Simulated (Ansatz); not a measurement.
Strength of the S–O bond: CH4O3S → CH3O2S + OH

Species: CH4O3S (methanesulfonic acid) `CS(=O)(=O)O`, singlet; CH3O2S `C[S](=O)=O`, doublet; OH, doublet. 

Shapes, held fixed at every level: PBE0-D4/def2-TZVP. Flexible molecules stand in one conformer, not always the lowest. Programs: Ansatz 0.2.0. The zero-point and thermal change to 298 K, harmonic and unscaled (PBE0-D4/def2-TZVP), is -16.3 kJ/mol.

```
               level                    kind  ΔH(298 K) (kJ/mol)  less CCSD(T)/CBS estimate  CPU time (sum over the molecules)
    SPW92/def2-TZVPP                     LDA              +458.2                      +76.9                              7.9 s
r2SCAN-D4/def2-TZVPP                meta-GGA              +354.2                      -27.1                               28 s
 B3LYP-D4/def2-TZVPP           global hybrid              +343.4                      -37.9                               26 s
  wB97X-V/def2-TZVPP  range-separated hybrid              +372.5                       -8.8                               44 s
        MP2/def2-SVP     perturbation theory              +342.0                      -39.3                                  –
    CCSD(T)/def2-SVP   coupled cluster or CI              +307.8                      -73.5                               30 s
  CCSD(T)/def2-TZVPP   coupled cluster or CI              +364.8                      -16.5                            8.4 min
CCSD(T)/CBS estimate   coupled cluster or CI              +381.3                        0.0                             10 min
```

The highest level, CCSD(T)/CBS estimate, gives ΔH(298 K) = +381.3 kJ/mol; the levels span +307.8 to +458.2. The column of differences is taken from that level and isn't an error. No measured value is set beside it here. Open shells run unrestricted unless RO is named. The CBS estimate extrapolates MP2 from def2-TZVPP and def2-QZVPP and adds CCSD(T) − MP2 in the triple-zeta set, cores frozen. Times are processor times on shared x86 and Arm servers, and rough.
